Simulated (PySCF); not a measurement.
PySCF input (HF/def2-QZVPP):

```python
import numpy as np, basis_set_exchange as bse
from pyscf import gto, scf, dft, df

basis = {'H': gto.basis.parse(bse.get_basis('def2-QZVPP', elements=['H'], fmt='nwchem')), 'N': gto.basis.parse(bse.get_basis('def2-QZVPP', elements=['N'], fmt='nwchem'))}
mol = gto.M(
    atom='''
    N     0.00224146   -0.00382052    0.11155442
    H    -0.00202883    0.95117179   -0.22808750
    H     0.80949996   -0.46442426   -0.29287493
    H    -0.82316134   -0.46000387   -0.25991854
    ''',
    basis=basis,
    charge=0,
    verbose=4,
    max_memory=1839,
)
mf = scf.RHF(mol)
mf = mf.density_fit(auxbasis=df.autoaux(mol))
mf.conv_tol = 1e-9
mf.max_cycle = 100
print('smallest overlap eigenvalue', np.linalg.eigvalsh(mol.intor('int1e_ovlp'))[0])
mf.kernel()
dip = mf.dip_moment()
```

Output:

```
PySCF version 2.14.0

[INPUT] verbose = 4
[INPUT] num. atoms = 4
[INPUT] num. electrons = 10
[INPUT] charge = 0
[INPUT] spin (= nelec alpha-beta = 2S) = 0
[INPUT] symmetry False subgroup None
[INPUT] Mole.unit = angstrom
[INPUT] Symbol           X                Y                Z      unit          X                Y                Z       unit  Magmom
[INPUT]  1 N      0.002241460000  -0.003820520000   0.111554420000 AA    0.004235745519  -0.007219736453   0.210807301785 Bohr   0.0
[INPUT]  2 H     -0.002028830000   0.951171790000  -0.228087500000 AA   -0.003833933053   1.797454180512  -0.431022907437 Bohr   0.0
[INPUT]  3 H      0.809499960000  -0.464424260000  -0.292874930000 AA    1.529733222246  -0.877634657004  -0.553453406451 Bohr   0.0
[INPUT]  4 H     -0.823161340000  -0.460003870000  -0.259918540000 AA   -1.555549488930  -0.869281330540  -0.491174855297 Bohr   0.0

nuclear repulsion = 11.935771654522
number of shells = 47
number of NR pGTOs = 176
number of NR cGTOs = 147
basis = {'H': [[0, [190.69169, 0.00070815167], [28.605532, 0.0054678827], [6.5095943, 0.027966605], [1.8412455, 0.10764538]], [0, [0.59853725, 1.0]], [0, [0.21397624, 1.0]], [0, [0.080316286, 1.0]], [1, [2.292, 1.0]], [1, [0.838, 1.0]], [1, [0.292, 1.0]], [2, [2.062, 1.0]], [2, [0.662, 1.0]], [3, [1.397, 1.0]]], 'N': [[0, [90726.88921, 3.9257887368e-05], [13590.528801, 0.00030513316455], [3092.9883781, 0.0016000560446], [875.99876362, 0.0066982937306], [285.74469982, 0.023690078765], [103.11913417, 0.071455405268], [40.128556777, 0.17632774876], [16.528095704, 0.32677592815]], [0, [69.390960983, 0.080052094386], [20.428200596, 0.78268063538]], [0, [7.1292587972, 1.0]], [0, [3.1324304893, 1.0]], [0, [0.98755778723, 1.0]], [0, [0.38765721307, 1.0]], [0, [0.14909883075, 1.0]], [1, [150.0574267, -0.00086216165986], [35.491599483, -0.0068571273236], [11.247864223, -0.031795688855], [4.0900305195, -0.10537396822], [1.6220573146, -0.24519708041]], [1, [0.6644226153, 1.0]], [1, [0.2709977007, 1.0]], [1, [0.10688749984, 1.0]], [2, [2.837, 1.0]], [2, [0.968, 1.0]], [2, [0.335, 1.0]], [3, [2.027, 1.0]], [3, [0.685, 1.0]], [4, [1.427, 1.0]]]}
ecp = {}
ETB for H: l = 0, exps = 0.160632572 * 1.8^n , n = 0..11
ETB for H: l = 1, exps = 0.372316286 * 2^n , n = 0..4
ETB for H: l = 2, exps = 0.584 * 2.2^n , n = 0..3
ETB for H: l = 3, exps = 0.954 * 2.2^n , n = 0..2
ETB for H: l = 4, exps = 1.324 * 2.2^n , n = 0..2
ETB for N: l = 0, exps = 0.21377499968 * 1.8^n , n = 0..15
ETB for N: l = 1, exps = 0.21377499968 * 1.8^n , n = 0..12
ETB for N: l = 2, exps = 0.21377499968 * 1.8^n , n = 0..11
ETB for N: l = 3, exps = 0.44188749984000003 * 2.2^n , n = 0..6
ETB for N: l = 4, exps = 0.67 * 2.2^n , n = 0..5
ETB for N: l = 5, exps = 1.02 * 2.3^n , n = 0..2
smallest overlap eigenvalue 0.00017330119490529877

******** <class 'pyscf.df.df_jk.DFRHF'> ********
method = DFRHF
initial guess = minao
damping factor = 0
level_shift factor = 0
DIIS = <class 'pyscf.scf.diis.CDIIS'>
diis_start_cycle = 1
diis_space = 8
diis_damp = 0
SCF conv_tol = 1e-09
SCF conv_tol_grad = None
SCF max_cycles = 100
direct_scf = False
Set gradient conv threshold to 3.16228e-05
Initial guess from minao.
******** <class 'pyscf.df.df.DF'> ********
auxbasis = {'H': [[0, [np.float64(103.23600009377762), 1]], [0, [np.float64(57.353333385432016), 1]], [0, [np.float64(31.862962991906674), 1]], [0, [np.float64(17.70164610661482), 1]], [0, [np.float64(9.834247837008233), 1]], [0, [np.float64(5.463471020560129), 1]], [0, [np.float64(3.0352616780889603), 1]], [0, [np.float64(1.6862564878272), 1]], [0, [np.float64(0.9368091599040002), 1]], [0, [np.float64(0.52044953328), 1]], [0, [np.float64(0.28913862960000003), 1]], [0, [np.float64(0.160632572), 1]], [1, [np.float64(5.957060576), 1]], [1, [np.float64(2.978530288), 1]], [1, [np.float64(1.489265144), 1]], [1, [np.float64(0.744632572), 1]], [1, [np.float64(0.372316286), 1]], [2, [np.float64(6.218432000000002), 1]], [2, [np.float64(2.82656), 1]], [2, [np.float64(1.2848), 1]], [2, [np.float64(0.584), 1]], [3, [np.float64(4.617360000000001), 1]], [3, [np.float64(2.0988), 1]], [3, [np.float64(0.954), 1]], [4, [np.float64(6.408160000000001), 1]], [4, [np.float64(2.9128000000000003), 1]], [4, [np.float64(1.324), 1]]], 'N': [[0, [np.float64(1442.263095628544), 1]], [0, [np.float64(801.2572753491912), 1]], [0, [np.float64(445.14293074955066), 1]], [0, [np.float64(247.30162819419482), 1]], [0, [np.float64(137.38979344121933), 1]], [0, [np.float64(76.32766302289963), 1]], [0, [np.float64(42.40425723494423), 1]], [0, [np.float64(23.55792068608013), 1]], [0, [np.float64(13.08773371448896), 1]], [0, [np.float64(7.270963174716089), 1]], [0, [np.float64(4.039423985953383), 1]], [0, [np.float64(2.2441244366407678), 1]], [0, [np.float64(1.2467357981337601), 1]], [0, [np.float64(0.6926309989632), 1]], [0, [np.float64(0.384794999424), 1]], [0, [np.float64(0.21377499968), 1]], [1, [np.float64(247.30162819419482), 1]], [1, [np.float64(137.38979344121933), 1]], [1, [np.float64(76.32766302289963), 1]], [1, [np.float64(42.40425723494423), 1]], [1, [np.float64(23.55792068608013), 1]], [1, [np.float64(13.08773371448896), 1]], [1, [np.float64(7.270963174716089), 1]], [1, [np.float64(4.039423985953383), 1]], [1, [np.float64(2.2441244366407678), 1]], [1, [np.float64(1.2467357981337601), 1]], [1, [np.float64(0.6926309989632), 1]], [1, [np.float64(0.384794999424), 1]], [1, [np.float64(0.21377499968), 1]], [2, [np.float64(137.38979344121933), 1]], [2, [np.float64(76.32766302289963), 1]], [2, [np.float64(42.40425723494423), 1]], [2, [np.float64(23.55792068608013), 1]], [2, [np.float64(13.08773371448896), 1]], [2, [np.float64(7.270963174716089), 1]], [2, [np.float64(4.039423985953383), 1]], [2, [np.float64(2.2441244366407678), 1]], [2, [np.float64(1.2467357981337601), 1]], [2, [np.float64(0.6926309989632), 1]], [2, [np.float64(0.384794999424), 1]], [2, [np.float64(0.21377499968), 1]], [3, [np.float64(50.10116231065924), 1]], [3, [np.float64(22.773255595754197), 1]], [3, [np.float64(10.351479816251908), 1]], [3, [np.float64(4.705218098296322), 1]], [3, [np.float64(2.1387354992256005), 1]], [3, [np.float64(0.9721524996480001), 1]], [3, [np.float64(0.44188749984000003), 1]], [4, [np.float64(34.52933440000001), 1]], [4, [np.float64(15.695152000000006), 1]], [4, [np.float64(7.134160000000002), 1]], [4, [np.float64(3.242800000000001), 1]], [4, [np.float64(1.4740000000000002), 1]], [4, [np.float64(0.67), 1]], [5, [np.float64(5.3957999999999995), 1]], [5, [np.float64(2.3459999999999996), 1]], [5, [np.float64(1.02), 1]]]}
init E= -56.0512867766914
  HOMO = -0.32561773194316  LUMO = 0.0682474735491905  gap/eV = 10.71762
cycle= 1 E= -56.2109294490964  delta_E= -0.16  |g|= 0.234  |ddm|= 0.891
  HOMO = -0.40509609374355  LUMO = 0.103366698901612  gap/eV = 13.83598
cycle= 2 E= -56.2229231891315  delta_E= -0.012  |g|= 0.0801  |ddm|= 0.194
  HOMO = -0.43512767882153  LUMO = 0.103824605062925  gap/eV = 14.66564
cycle= 3 E= -56.2241476288644  delta_E= -0.00122  |g|= 0.0245  |ddm|= 0.0433
  HOMO = -0.426450456412901  LUMO = 0.105463914097504  gap/eV = 14.47413
cycle= 4 E= -56.2243046180676  delta_E= -0.000157  |g|= 0.00536  |ddm|= 0.0155
  HOMO = -0.427275016805481  LUMO = 0.105328489271672  gap/eV = 14.49288
cycle= 5 E= -56.2243187315527  delta_E= -1.41e-05  |g|= 0.00113  |ddm|= 0.00505
  HOMO = -0.427346996333773  LUMO = 0.105309459649549  gap/eV = 14.49432
cycle= 6 E= -56.2243199247156  delta_E= -1.19e-06  |g|= 0.000306  |ddm|= 0.0018
  HOMO = -0.427414128713677  LUMO = 0.105300653632209  gap/eV = 14.49591
cycle= 7 E= -56.2243200237364  delta_E= -9.9e-08  |g|= 5.64e-05  |ddm|= 0.000615
  HOMO = -0.427415558305995  LUMO = 0.105300794021447  gap/eV = 14.49595
cycle= 8 E= -56.2243200265062  delta_E= -2.77e-09  |g|= 5.11e-06  |ddm|= 0.000188
  HOMO = -0.427415503102491  LUMO = 0.105301194714285  gap/eV = 14.49596
cycle= 9 E= -56.22432002652  delta_E= -1.39e-11  |g|= 6.09e-07  |ddm|= 2.81e-05
  HOMO = -0.427415509760275  LUMO = 0.105301215590121  gap/eV = 14.49596
Extra cycle  E= -56.2243200265203  delta_E= -3.27e-13  |g|= 2e-07  |ddm|= 1.54e-06
converged SCF energy = -56.2243200265203
Dipole moment(X, Y, Z, Debye): -0.03225,  0.05498, -1.60526
```
